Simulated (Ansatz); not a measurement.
in.yaml

```yaml
crystal:
  periodic: [false, false, false]
  atoms:
    - {symbol: Si, position_ang: [0.000000, 0.000000, 0.075579]}
    - {symbol: C, position_ang: [0.000000, 0.000000, -1.650691]}
    - {symbol: H, position_ang: [0.000000, 0.000000, 1.575112]}
basis:
  gaussian: {orbitals: 6-31G}
total_charge: 1
magnetization: {spin_polarized: false, initial_magnetization: 2}
correlation: {method: ccsd_t, electrons: outside_noble_gas, diis_vectors: 1}
scf: {lower_state_search: light}
```

```sh
$ ansatz run in.yaml --threads 1 --pin off --events-out ev --progress --plain --max-ram 2393MiB
```

The program prints:

```
299 factors; integrals over basis functions are off by at most 1.6e-4 eV
mean field evaluation 1: about -8890.6016 eV, gradient 1.9e1 eV
mean field evaluation 2: about -8890.6049 eV, gradient 1.9e1 eV
mean field evaluation 4: about -8892.0837 eV, gradient 1.5e0 eV
mean field evaluation 8: about -8892.0978 eV, gradient 4.6e-4 eV
mean field evaluation 16: about -8892.0924 eV, gradient 1.1e-1 eV
mean field evaluation 32: about -8891.8715 eV, gradient 1.7e0 eV
mean field evaluation 64: about -8891.8675 eV, gradient 1.9e-4 eV
mean field evaluation 96: about -8891.8675 eV, gradient 4.3e-2 eV
mean field evaluation 128: about -8887.5900 eV, gradient 2.1e-3 eV
mean field -8892.09783482 eV, -326.7785681493 hartree, gradient 3.3e-6 eV, S^2 2.000000; 9 other end points of the search recorded, 0 dependent functions left out
mean field evaluation 160: about -8892.1516 eV, gradient 4.6e-1 eV
mean field evaluation 192: about -8892.1580 eV, gradient 5.3e-1 eV
mean field evaluation 224: about -8890.3470 eV, gradient 1.5e1 eV
mean field evaluation 256: about -8892.1300 eV, gradient 5.8e-1 eV
mean field evaluation 288: about -8891.9536 eV, gradient 2.0e0 eV
mean field evaluation 320: about -8891.4762 eV, gradient 5.0e0 eV
mean field evaluation 352: about -8891.8675 eV, gradient 1.9e-4 eV
determinant -8892.09783482 eV, -326.7785681493 hartree, with singles and doubles -8895.67996349 eV, -326.9102089497 hartree
determinant -8891.86752362 eV, -326.7701043687 hartree, with singles and doubles -8895.80810201 eV, -326.9149179535 hartree
determinant -8889.12154520 eV, -326.6691915229 hartree, with singles and doubles -8891.94804082 eV, -326.7730633213 hartree
determinant -8892.09783482 eV, -326.7785681493 hartree, with singles and doubles -8895.68011995 eV, -326.9102146996 hartree
determinant -8891.86752362 eV, -326.7701043687 hartree, with singles and doubles -8895.81493032 eV, -326.9151688893 hartree
determinant -8891.74903421 eV, -326.7657499632 hartree, with singles and doubles -8895.80473614 eV, -326.9147942602 hartree
determinant -8891.74903421 eV, -326.7657499632 hartree, with singles and doubles -8895.81302440 eV, -326.9150988482 hartree
unrestricted determinant -8892.94123569 eV, -326.8095625596 hartree, S^2 2.6614
6 core orbitals not correlated: weight in the atoms' cores, before any rotation towards them, 1.000 or more for the frozen orbitals, at most 0.000 for the correlated occupied ones
reference -8891.86752362 eV, -326.7701043687 hartree; 5, 3 occupied and 13, 15 virtual orbitals, 299 factors
second order -3.00843558 eV of doubles, -0.05723588 eV of singles
cycle   1  -3.94740748 eV  change   -7.8e-7 eV  update   2.1e-6
perturbative correction -0.12922275 eV, -0.0047488484 hartree
Total energy: -8895.94415384 eV, -326.9199177663 hartree
```

Ran on 1 thread of Intel Xeon Platinum 8259CL, shared host: 2.1 s wall, 0.15 GiB peak host memory.
